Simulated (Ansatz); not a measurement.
## Elastic constant C12 of some solids

Method: PBE-D3(BJ) (plane waves, PAW; Ansatz, a first-principles code). References are measured values at low temperature. The table is a random draw of 10 from 11 solids with such references.

Values in GPa.

| solid | reference | PBE-D3(BJ) | error (%) |
|---|---|---|---|
| fcc Cu | 125¶ | 145 | +16.0 |
| bcc W | 205¶ | 207 | +1.0 |
| hcp Ti | 87 | 90.0 | +3.4 |
| diamond-structure Si | 64.9 | 62.4 | -3.9 |
| bcc Mo | 160¶ | 171 | +6.9 |
| hcp Zn | 34.8¶ | 46.0 | +32 |
| bcc Ta | 158¶ | 167 | +5.7 |
| diamond | 125 | 129 | +3.2 |
| fcc Al | 61.9 | 70.1 | +13.2 |
| hcp Mg | 25.9¶ | 26.6 | +2.7 |

Over these 10 solids the mean error is +8.0 %, the mean absolute error 8.8 % (median 4.8 %), and the worst case hcp Zn at +32 %; the value is above the reference in 9 of 10 cases. Over all 11, from unrounded values, the mean error is +7.4 % and the mean absolute error 8.1 % (median 3.9 %). Caveats on values not shown: the dispersion coefficients are held fixed in the derivatives (1).

All these references are low-temperature values that still hold zero-point motion.

Spin–orbit coupling is left out, also for the solids with elements from indium on (bcc W, bcc Ta); its size isn't shown.

¶ marks references of a special kind: fcc Cu, 125 GPa (measured, 0 K, extrapolated to 0 K; zero-point effects included; as tabulated in Malica and Corso (2021), arXiv:2109.00459); bcc W, 205 GPa (measured, 0 K, extrapolated to 0 K; zero-point effects included; as tabulated in Wang et al. (2022), arXiv:2209.12322); bcc Mo, 160 GPa (measured, 0 K, 300 K values taken to 0 K by the source's computed thermal shift; zero-point effects included; as tabulated in Gong and Corso (2024), arXiv:2406.16634); hcp Zn, 34.8 GPa (measured, 0 K, extrapolated to 0 K; zero-point effects included; as tabulated in Galib et al. (2023), arXiv:2209.08184); bcc Ta, 158 GPa (measured, 0 K, extrapolated to 0 K; zero-point effects included; as tabulated in Wang et al. (2022), arXiv:2209.12322); hcp Mg, 25.9 GPa (measured, 0 K, extrapolated to 0 K; zero-point effects included; as tabulated in Ibrahim et al. (2023), arXiv:2305.03577).

Differences are worked out from the printed values.

Each level is taken at its own relaxed cell. Caveats: shear constants of such metals converge slowly with the k mesh (bcc W, bcc Mo, bcc Ta); the dispersion coefficients are held fixed in the derivatives (fcc Cu, bcc W, hcp Ti, diamond-structure Si, bcc Mo, hcp Zn and 4 more). Ansatz's density-functional and Hartree–Fock values are scalar-relativistic unless marked +SOC, with PAW data made under PBE.

Ansatz's runs of these crystals have no spin polarisation.

Not in this set, of the solids of all kinds but layered and molecular ones with a reference value in our tables and a result at some level: 72 for a reference at room or unstated temperature; 19 for no value at PBE-D3(BJ) (not run, a failed fit, an unstable or unbound cell, or a value held back for tests); 7 for one secondary page as the only source; 4 for sources at odds; 3 for a doubt noted on the run at PBE-D3(BJ); 1 for a high-temperature or high-pressure phase. These can be a level's best or worst cases. At least 14 more with a reference value are held back for tests. Solids without a released value at any level aren't counted. L1₀ solids are left out, as their cells have other axes than the references. The metals Ce to Yb are counted apart.

References as tabulated in Wang et al. (2022), arXiv:2209.12322; Tanner et al. (2021), arXiv:2110.11888; Malica and Corso (2021), arXiv:2109.00459; Ferrari et al. (2019), arXiv:1905.01197 and others.
